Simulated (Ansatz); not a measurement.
**AlBH₆N+ (SMILES [NH3+][BH][AlH2]): single points off equilibrium**

An exercise on one series of results from a longer session: the logs are not shown, and one member is left open.

Method: single points in def2-TZVPP; program: Ansatz 0.2.0, Gaussian basis.

Cores are frozen in the correlated methods.

**Where the work starts**

SMILES `[NH3+][BH][AlH2]`, 9 atoms, charge 1, spin multiplicity 1.

Atoms are counted from 1 here; the program's logs count them from 0.

Bond lengths: N1–B2 1.410 Å, N1–H4 1.112 Å, N1–H5 1.101 Å, N1–H6 1.232 Å, B2–Al3 2.435 Å, B2–H7 1.188 Å, Al3–H8 1.554 Å, Al3–H9 1.365 Å. Angles: B2–N1–H4 118.4°, B2–N1–H5 116.4°, B2–N1–H6 105.0°, H4–N1–H5 112.1°, H4–N1–H6 96.4°, H5–N1–H6 105.2°, N1–B2–Al3 103.7°, N1–B2–H7 112.7°, Al3–B2–H7 141.2°, B2–Al3–H8 120.7°, B2–Al3–H9 106.3°, H8–Al3–H9 131.4°.

Coordinates:

```xyz
9
AlBH6N
N    -0.5050    0.8979   -0.6834
B     0.4931   -0.0769   -0.8853
Al    0.5769   -1.2658    1.2383
H    -1.4747    0.7813   -1.2153
H    -0.1679    1.9456   -0.6624
H    -0.9412    0.6768    0.4469
H     0.7846   -0.2053   -2.0301
H     1.7026   -2.2981    1.5258
H    -0.2932   -0.6228    2.0711
```

Set-up of the first run:

Input file run/in.yaml:

```yaml
crystal:
  periodic: [false, false, false]
  atoms:
    - {symbol: N, position_ang: [-0.505000, 0.897900, -0.683400]}
    - {symbol: B, position_ang: [0.493100, -0.076900, -0.885300]}
    - {symbol: Al, position_ang: [0.576900, -1.265800, 1.238300]}
    - {symbol: H, position_ang: [-1.474700, 0.781300, -1.215300]}
    - {symbol: H, position_ang: [-0.167900, 1.945600, -0.662400]}
    - {symbol: H, position_ang: [-0.941200, 0.676800, 0.446900]}
    - {symbol: H, position_ang: [0.784600, -0.205300, -2.030100]}
    - {symbol: H, position_ang: [1.702600, -2.298100, 1.525800]}
    - {symbol: H, position_ang: [-0.293200, -0.622800, 2.071100]}
basis:
  gaussian: {orbitals: def2-TZVPP}
total_charge: 1
correlation: {method: ccsd_t}
output: {forces: true}
```

The command line of these runs was not kept.

Steps of the session up to this table: CCSD(T)/def2-TZVPP; PBE0-D4/def2-TZVPP; wB97M-V/def2-TZVPP; r2SCAN-D4/def2-TZVPP; PBE-D4/def2-TZVPP; r2SCANh-D4/def2-TZVPP; B97M-V/def2-TZVPP.

One of the session's tables, all rows but one given; the rest of the session is left out.

```
    method  RMS force component (eV/Å)  angle to CCSD(T) forces (°)
   CCSD(T)                       2.686                    reference
   PBE0-D4                       2.596                          2.9
   wB97M-V                           ?                            ?
 r2SCAN-D4                       2.559                          2.7
    PBE-D4                       2.466                          4.2
r2SCANh-D4                       2.596                          2.7
    B97M-V                       2.557                          3.4
```

Q: Estimate the row for wB97M-V from the others.

**Answer.** RMS force component (eV/Å): 2.621; angle to CCSD(T) forces (°): 1.9. In the column «RMS force component (eV/Å)» it lies between r2SCANh-D4 (2.596) and CCSD(T) (2.686).
